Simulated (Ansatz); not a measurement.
Steps of a relaxation of C3H6FNO, SMILES `CN1COC1F` with RKS PBE-D4/def2-SVP.

```sh
$ ansatz run in.yaml --threads 4 --pin off --events-out ev --progress --plain --max-ram 10444MiB
```

```yaml
crystal:
  periodic: [false, false, false]
  atoms:
    - {symbol: C, position_ang: [-1.032500, -0.699200, 0.529100]}
    - {symbol: N, position_ang: [-0.411000, 0.089800, -0.543700]}
    - {symbol: C, position_ang: [0.875100, -0.492500, -0.809900]}
    - {symbol: O, position_ang: [1.539600, 0.453700, 0.134400]}
    - {symbol: C, position_ang: [0.283100, 1.245900, 0.009800]}
    - {symbol: F, position_ang: [-0.197200, 1.676900, 1.216400]}
    - {symbol: H, position_ang: [-0.429600, -0.845200, 1.402600]}
    - {symbol: H, position_ang: [-1.382300, -1.604200, 0.123300]}
    - {symbol: H, position_ang: [-1.970300, -0.095200, 0.888900]}
    - {symbol: H, position_ang: [1.300800, -0.339000, -1.783900]}
    - {symbol: H, position_ang: [1.050000, -1.535100, -0.474700]}
    - {symbol: H, position_ang: [0.451300, 2.088700, -0.658200]}
basis:
  gaussian: {orbitals: def2-SVP}
hamiltonian: {xc: pbe, dispersion: d4}
relax: {f_tol: 0.03, max_steps: 200}
```

Positions (Å) and forces (eV/Å) along the path, 10 of 10 steps:

```xyz
12
step=1 energy=-9443.2999 eV
C    -1.032   -0.699    0.529   -2.596    3.282    0.087
N    -0.411    0.090   -0.544   -1.097   -0.308   -0.163
C     0.875   -0.492   -0.810    1.348    0.529    2.064
O     1.540    0.454    0.134   -0.815    0.869   -0.505
C     0.283    1.246    0.010    1.548   -2.046    1.263
F    -0.197    1.677    1.216    0.285    0.052   -0.626
H    -0.430   -0.845    1.403    1.028   -0.302    0.994
H    -1.382   -1.604    0.123   -0.606   -1.804   -0.738
H    -1.970   -0.095    0.889    1.223   -1.020   -0.444
H     1.301   -0.339   -1.784    0.156    0.156   -1.393
H     1.050   -1.535   -0.475   -0.253   -0.171   -0.123
H     0.451    2.089   -0.658   -0.221    0.764   -0.415
12
step=2 energy=-9443.6918 eV
C    -1.098   -0.684    0.525   -0.755    0.989   -0.127
N    -0.393    0.077   -0.523   -0.183   -0.034    0.497
C     0.927   -0.479   -0.771    0.977    0.308    0.394
O     1.619    0.540    0.067   -1.675    0.039   -0.517
C     0.321    1.228    0.024    1.117   -0.315    0.077
F    -0.112    1.661    1.239    0.141   -0.061   -0.101
H    -0.472   -0.874    1.410    0.217   -0.219    0.301
H    -1.452   -1.618    0.087   -0.118   -0.525   -0.161
H    -2.006   -0.117    0.875    0.470   -0.232   -0.255
H     1.271   -0.376   -1.819   -0.052   -0.050   -0.211
H     1.096   -1.519   -0.419   -0.009   -0.066    0.065
H     0.376    2.103   -0.661   -0.131    0.166    0.038
12
step=3 energy=-9443.8163 eV
C    -1.136   -0.681    0.519    0.389   -0.178   -0.341
N    -0.373    0.070   -0.493   -0.005   -0.109    0.440
C     0.964   -0.474   -0.751    0.305    0.121   -0.252
O     1.630    0.605   -0.015   -0.765   -0.173   -0.294
C     0.348    1.235    0.027    0.322    0.209   -0.414
F    -0.021    1.644    1.270    0.052   -0.031    0.168
H    -0.526   -0.934    1.425   -0.153   -0.014   -0.099
H    -1.500   -1.622    0.051    0.060    0.126    0.090
H    -2.015   -0.107    0.839   -0.206    0.197    0.058
H     1.237   -0.431   -1.842   -0.013   -0.104    0.333
H     1.160   -1.495   -0.347    0.061    0.071    0.054
H     0.308    2.134   -0.650   -0.047   -0.116    0.257
12
step=4 energy=-9443.9018 eV
C    -1.167   -0.675    0.505    0.070   -0.091   -0.044
N    -0.340    0.045   -0.452    0.230    0.208    0.053
C     0.997   -0.479   -0.763   -0.019    0.071    0.142
O     1.647    0.674   -0.162   -0.379    0.085   -0.367
C     0.362    1.241    0.025    0.182   -0.322    0.300
F     0.138    1.556    1.354   -0.030    0.015   -0.411
H    -0.656   -0.907    1.473   -0.012    0.009   -0.076
H    -1.500   -1.629    0.048   -0.005    0.051   -0.007
H    -2.071   -0.080    0.732   -0.044    0.013    0.006
H     1.203   -0.518   -1.860    0.015   -0.102    0.111
H     1.277   -1.449   -0.283   -0.019    0.048    0.030
H     0.189    2.166   -0.584    0.012    0.014    0.264
12
step=5 energy=-9443.9734 eV
C    -1.184   -0.670    0.476   -0.227    0.014    0.155
N    -0.320    0.046   -0.437    0.484    0.235    0.199
C     1.012   -0.483   -0.750    0.119   -0.033   -0.162
O     1.644    0.762   -0.335   -0.368   -0.272   -0.145
C     0.375    1.243    0.028   -0.242    0.259    0.056
F     0.268    1.479    1.401    0.038   -0.108   -0.432
H    -0.714   -0.918    1.462    0.004    0.029   -0.087
H    -1.515   -1.614    0.003   -0.022   -0.024   -0.050
H    -2.096   -0.065    0.677    0.110   -0.086   -0.025
H     1.169   -0.658   -1.847    0.054   -0.060    0.280
H     1.348   -1.385   -0.162   -0.080    0.282   -0.080
H     0.090    2.208   -0.482    0.130   -0.235    0.291
12
step=6 energy=-9444.0184 eV
C    -1.219   -0.678    0.460    0.158   -0.062    0.054
N    -0.281    0.030   -0.380   -0.134   -0.008   -0.230
C     1.042   -0.478   -0.731   -0.091   -0.026    0.004
O     1.605    0.831   -0.507    0.148    0.099    0.073
C     0.371    1.250    0.012   -0.096   -0.059    0.148
F     0.400    1.434    1.395    0.103    0.023   -0.009
H    -0.779   -1.020    1.430   -0.056   -0.005   -0.013
H    -1.613   -1.561   -0.082    0.037   -0.023   -0.008
H    -2.087   -0.031    0.685   -0.018    0.091    0.012
H     1.162   -0.786   -1.794    0.017   -0.090    0.002
H     1.463   -1.265   -0.051   -0.032    0.058   -0.016
H     0.012    2.220   -0.404   -0.036    0.003   -0.018
12
step=7 energy=-9444.0256 eV
C    -1.211   -0.674    0.455    0.016   -0.029   -0.039
N    -0.296    0.039   -0.411   -0.024    0.027    0.038
C     1.031   -0.474   -0.736    0.046   -0.012   -0.042
O     1.605    0.831   -0.503   -0.060   -0.026    0.023
C     0.367    1.248    0.018    0.032    0.030   -0.141
F     0.406    1.414    1.395    0.023   -0.043    0.154
H    -0.763   -0.997    1.425    0.016    0.003    0.019
H    -1.593   -1.573   -0.071    0.006    0.010   -0.001
H    -2.085   -0.031    0.679   -0.007    0.014   -0.005
H     1.173   -0.805   -1.790   -0.014    0.009   -0.003
H     1.433   -1.256   -0.043   -0.008   -0.005    0.047
H     0.010    2.223   -0.384   -0.028    0.023   -0.049
12
step=8 energy=-9444.0269 eV
C    -1.210   -0.674    0.451   -0.038    0.009    0.014
N    -0.297    0.041   -0.412   -0.014    0.008   -0.007
C     1.030   -0.474   -0.736   -0.004    0.006    0.004
O     1.599    0.835   -0.512    0.052   -0.001   -0.016
C     0.367    1.249    0.018   -0.020   -0.024   -0.063
F     0.420    1.399    1.401    0.000    0.011    0.029
H    -0.761   -0.992    1.423    0.003    0.000    0.001
H    -1.587   -1.573   -0.075   -0.002    0.001    0.003
H    -2.084   -0.030    0.672   -0.003   -0.021    0.003
H     1.169   -0.815   -1.787    0.009    0.007    0.011
H     1.429   -1.247   -0.029    0.009    0.005   -0.004
H     0.002    2.226   -0.379    0.008    0.000    0.026
12
step=9 energy=-9444.0271 eV
C    -1.213   -0.673    0.451    0.007    0.008    0.013
N    -0.298    0.042   -0.412    0.020    0.000   -0.005
C     1.031   -0.474   -0.736   -0.008   -0.003    0.011
O     1.601    0.835   -0.518   -0.052    0.020    0.018
C     0.368    1.249    0.017    0.028   -0.020   -0.015
F     0.426    1.396    1.401   -0.003    0.006   -0.015
H    -0.765   -0.989    1.425   -0.003    0.004   -0.007
H    -1.587   -1.575   -0.074    0.003   -0.002   -0.004
H    -2.091   -0.033    0.669    0.004   -0.002   -0.004
H     1.170   -0.817   -1.786   -0.003   -0.003    0.001
H     1.432   -1.243   -0.027   -0.004    0.001   -0.007
H     0.002    2.228   -0.374    0.010   -0.008    0.015
12
step=10 energy=-9444.0272 eV
C    -1.213   -0.672    0.452   -0.002   -0.006    0.012
N    -0.298    0.043   -0.410    0.003   -0.009   -0.015
C     1.028   -0.474   -0.739    0.003    0.000    0.012
O     1.600    0.835   -0.520   -0.004   -0.001   -0.003
C     0.370    1.248    0.020    0.004    0.007   -0.015
F     0.433    1.391    1.404   -0.003    0.000    0.013
H    -0.772   -0.970    1.434   -0.004   -0.001   -0.006
H    -1.570   -1.584   -0.068    0.002    0.005    0.002
H    -2.102   -0.039    0.652    0.001   -0.004    0.002
H     1.164   -0.816   -1.790   -0.001    0.000   -0.001
H     1.432   -1.245   -0.033   -0.004    0.004   -0.003
H     0.004    2.227   -0.367    0.005    0.004    0.002
```

It took 13 s on 4 threads of an Intel Xeon Platinum 8488C on a shared host, with 0.18 GiB of host memory at the peak.
